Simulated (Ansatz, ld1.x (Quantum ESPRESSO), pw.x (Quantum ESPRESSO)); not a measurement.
Li (Z = 3): one change to the TM potential, in the atom and in the bcc crystal

ld1.x (Quantum ESPRESSO) 7.5 input, shortened:

```
&input
   title='Li', zed=3., rel=1, dft='PBE', iswitch=3,
   config='[He] 2s1 2p0 3d-2'
 /
 &inputp
   pseudotype=2, tm=.true., lloc=2,
   nlcc=.false.
 /
3
2S  1  0   1.00   0.00  2.40  2.40  0.0
2P  2  1   0.00   0.00  4.20  4.20  0.0
3D  3  2  -2.00   0.40  3.25  3.25  0.0
 &test
   configts(1)='2s1 2p0'
 /
```

Change: wave 2p (bound): rc 4.20 bohr becomes 2p (bound): rc 6.02 bohr.

Cutoffs, loose and tight: the cutoffs (Ry, on a coarse ladder) from which the occupation-weighted sum of valence levels, in a spherical-Bessel basis at the reference potential, stays within 10 and 1 mRy of its value at 400 Ry. They do not see the model core or the augmentation charge, which bear on the density cutoff. Test errors are all-electron minus pseudo excitation energies from the reference, over the configurations 2s0.5 2p0; 2s0 2p1; variants that change the core or the reference have their own tests.

Crystal test: bcc Li in pw.x 7.5, no spin, 13³ k-points, Fermi–Dirac smearing 0.01 Ry, cutoffs set for each file from its atomic test. The reference is all-electron LAPW (Ansatz 0.2.0) with the same functional, mesh and smearing; V0 and B0 come from Birch–Murnaghan fits to the pressures at five volumes. Errors are pseudo minus all-electron; Δ is the rms difference of the E(V) curves that follow from these fits, minima aligned, over ±6 % about the mean V0. Mesh and smearing are coarse, so the numbers serve the comparison and aren't converged zero-temperature values; the lattice is a test structure that the element need not adopt.

All-electron: a0 = 3.436 Å (V0 = 20.29 Å³/atom), B0 = 13.8 GPa.

Does the change bring the crystal closer to the all-electron result?

The mean pressure error goes from -0.90 to -3.60 GPa, so the change moves the solid further from the all-electron pressures. Neither pressure curve crosses zero within the volumes sampled, so no fits are given.

```csv
quantity,base,changed
outcome (atom),generated,generated
"cutoff, loose (atom)",6 Ry,6 Ry
"cutoff, tight (atom)",6 Ry,6 Ry
bound ghosts (atom),none,none
largest test error (meV) (atom),+5.0,-6.4
cutoffs in pw.x (Ry),35/140,35/140
mean pressure error (GPa),-0.90,-3.60
```

Base: The largest radius (4.20 bohr) exceeds half the bond length (2.82 bohr), so the spheres overlap, which is one possible source of error among others. This is a poor potential for the solid. Changed file: The largest radius (6.02 bohr) exceeds half the bond length (2.82 bohr), so the spheres overlap, which is one possible source of error among others. This is a poor potential for the solid. The atomic tests give no hint of an error of this size, and its cause was not traced. The atomic cutoffs weigh occupied waves only.
